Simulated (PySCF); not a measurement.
Electric properties by functional and basis

Cyclopropylamine, C₃H₇N.
Z-matrix (Å and degrees, PBE0-D3(BJ)/def2-SVP geometry), rows numbered from 1:
```
N 
C   1  1.4307
C   2  1.4915  1  119.77
C   3  1.5069  2   60.40  1  -114.09
H   1  1.0173  2  110.75  3    26.34
H   1  1.0185  2  110.50  3   144.29
H   2  1.0967  1  112.57  3   141.02
H   3  1.0929  2  119.07  4  -108.79
H   3  1.0949  2  117.31  4   107.86
H   4  1.0939  2  119.14  3   107.76
H   4  1.0944  2  117.25  3  -107.27
```

PySCF, dipoles from the SCF density, polarisabilities from static response with core orbitals frozen. One conformer (not necessarily the lowest) at the PBE0-D3(BJ)/def2-SVP geometry, without solvent, vibrations or thermal averaging.

Task: How do dipole and polarisability depend on functional and basis here?

Result: 

```csv
level,μ (D),α (au),anisotropy (au)
LDA/def2-SVPD,1.190,47.08,7.29
PBE/def2-SVPD,1.147,46.52,7.31
B3LYP/def2-SVPD,1.196,45.23,6.68
PBE0/def2-SVPD,1.197,44.68,6.56
BHandHLYP/def2-SVPD,1.240,43.56,6.05
CAM-B3LYP/def2-SVPD,1.241,44.43,6.21
wB97X-D/def2-SVPD,1.236,44.47,6.34
LC-wPBE/def2-SVPD,1.268,43.16,5.87
HF/def2-SVPD,1.282,42.05,5.41
PBE0/6-31G*,1.304,36.46,5.89
PBE0/6-31+G*,1.359,42.23,6.51
PBE0/def2-SVP,1.168,37.71,5.41
PBE0/aug-cc-pVDZ,1.182,46.36,7.35
PBE0/def2-TZVP,1.197,43.32,6.50
PBE0/def2-TZVPD,1.175,46.07,7.09
```

The anisotropy is √(½[(α1 − α2)² + (α2 − α3)² + (α3 − α1)²]). The dipole runs from 1.15 D (PBE/def2-SVPD) to 1.36 D (PBE0/6-31+G*). No reference polarisability is at hand; against PBE0 in the largest diffuse basis at hand (def2-TZVPD) the other PBE0 rows deviate by 6-31G* -21%, 6-31+G* -8%, def2-SVP -18%, def2-SVPD -3%, aug-cc-pVDZ +1%, def2-TZVP -6%. In one basis (def2-SVPD) the functionals order the polarisability from HF (lowest) to LDA (highest), a spread of 12%. With PBE0 the polarisability is 39.16 au without diffuse functions (mean of 6-31G*, def2-SVP and def2-TZVP) and 44.84 au with them (mean of 6-31+G*, def2-SVPD, aug-cc-pVDZ and def2-TZVPD).
